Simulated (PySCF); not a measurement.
Compound: acetyl fluoride, C₂H₃FO.
InChI=1S/C2H3FO/c1-2(3)4/h1H3

Level of theory: PBE0-D3(BJ)/def2-SVP geometry optimisation, gas phase in PySCF.

Take the most abundant isotopes and a rigid rotor. 

Task: Give the principal moments of inertia and the rotational constants in MHz.

Result: Ia = 45.43, Ib = 51.78, Ic = 94.06 u·Å²; 505379 MHz·u·Å²/I gives A = 11125, B = 9759, C = 5373 MHz.

Task: What kind of rotor is it?

Result: An asymmetric top: κ = (2 × 9759 − 11125 − 5373)/(11125 − 5373) = 0.53.

Task: Is it planar, by Δ = Ic − Ia − Ib?

Result: Not planar: Δ = Ic − Ia − Ib = -3.16 u·Å². For a rigid frame Δ = −2 Σ m c², so Σ m c² = 1.58 u·Å² lies off the ab plane, practically all of it from hydrogen. The atom farthest from that plane is 0.96 Å away.

Task: Give the other two planar moments, Paa and Pbb, and the rms extents of the mass along the axes.

Result: Paa = Σ m a² = (Ib + Ic − Ia)/2 = 50.21 and Pbb = Σ m b² = (Ia + Ic − Ib)/2 = 43.85 u·Å². With the mass M = 62.02 u, the rms extents √(P/M) along a, b and c are 0.90, 0.84, 0.16 Å.

Task: Give the coordinates in the principal-axis frame, origin at the centre of mass.

Result: The sense of each axis is arbitrary; atoms in the order of the calculation.
| atom | mass (u) | a (Å) | b (Å) | c (Å) |
| --- | --- | --- | --- | --- |
| C1 | 12.000 | -1.456 | -0.036 | -0.001 |
| C2 | 12.000 | 0.024 | 0.152 | -0.005 |
| O3 | 15.995 | 0.640 | 1.161 | 0.001 |
| F4 | 18.998 | 0.656 | -1.035 | 0.001 |
| H5 | 1.008 | -1.750 | -0.739 | -0.793 |
| H6 | 1.008 | -1.956 | 0.929 | -0.133 |
| H7 | 1.008 | -1.757 | -0.483 | 0.959 |

Task: List the rotational levels J(Ka,Kc) to J = 4 (MHz).

Result: Above 0(0,0):
J = 1: 1(0,1) 15133, 1(1,1) 16498, 1(1,0) 20884
J = 2: 2(0,2) 42105, 2(1,2) 42377, 2(1,1) 55536, 2(2,1) 59631, 2(2,0) 62924
J = 3: 3(0,3) 79494, 3(1,3) 79529, 3(1,2) 103733, 3(2,2) 105029, 3(2,1) 116331, 3(3,1) 124486, 3(3,0) 126600
J = 4: 4(0,4) 127522, 4(1,4) 127525, 4(1,3) 162372, 4(2,3) 162609, 4(2,2) 185239, 4(3,2) 188778, 4(3,1) 197795, 4(4,1) 211208, 4(4,0) 212384

Task: Which types of transition are allowed, and where do some lines up to J = 2 fall?

Result: The dipole components are |μa| = 2.67 D, |μb| = 0.95 D, |μc| = 0.03 D. Intensities carry the squares of the components, which stand as 1.00 : 0.13 : 0.00 (a : b : c). Some lines, for components of 0.1 D or more:

| type | branch | J(Ka,Kc) | MHz | lower level (cm⁻¹) |
| --- | --- | --- | --- | --- |
| a | Q | 2(2,0) ← 2(2,1) | 3293 | 1.989 |
| a | Q | 1(1,0) ← 1(1,1) | 4386 | 0.550 |
| b | Q | 1(1,0) ← 1(0,1) | 5751 | 0.505 |
| b | Q | 2(2,0) ← 2(1,1) | 7389 | 1.852 |
| a | Q | 2(1,1) ← 2(1,2) | 13159 | 1.414 |
| b | Q | 2(1,1) ← 2(0,2) | 13431 | 1.404 |
| a | R | 1(0,1) ← 0(0,0) | 15133 | 0.000 |
| b | R | 1(1,1) ← 0(0,0) | 16498 | 0.000 |
| b | Q | 2(2,1) ← 2(1,2) | 17254 | 1.414 |
| b | R | 2(0,2) ← 1(1,1) | 25607 | 0.550 |
| a | R | 2(1,2) ← 1(1,1) | 25879 | 0.550 |
| a | R | 2(0,2) ← 1(0,1) | 26972 | 0.505 |
| b | R | 2(1,2) ← 1(0,1) | 27244 | 0.505 |
| a | R | 2(1,1) ← 1(1,0) | 34652 | 0.697 |
| b | R | 2(2,1) ← 1(1,0) | 38747 | 0.697 |
| b | R | 2(2,0) ← 1(1,1) | 46426 | 0.550 |

Not checked by PBE0-D3(BJ)/def2-SVP frequencies. Zero-point vibration and centrifugal distortion are left out. A rigid rotor knows nothing of internal rotation, which can split or shift real lines.

On an Arm Neoverse V2 with one thread, shared host, this took 7.5 s and 0.31 GiB of memory at its peak. This is the geometry optimisation.
